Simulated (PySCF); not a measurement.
Computed with PySCF with PBE-D3(BJ)/def2-TZVP // B3LYP-D3(BJ)/def2-TZVP. All species are isolated molecules in the gas phase. Excitations are Tamm–Dancoff values on a coarser integration grid. The basis has no diffuse functions, so Rydberg states are missing or too high.

Reference species (SMILES): `CC` (neutral, multiplicity 1).

- T1 excitation (TDA): 8.56 eV
- brightest of the four lowest singlets (TDA): 9.97 eV

Changed species: `[SiH3][SnH3]`.

Problem. Predict the effect on the T1 excitation (TDA) and brightest of the four lowest singlets (TDA).

Solution. the T1 excitation (TDA) falls by 2.94 eV, to 5.62 eV; the brightest of the four lowest singlets (TDA) drops by 3.24 eV, to 6.73 eV.
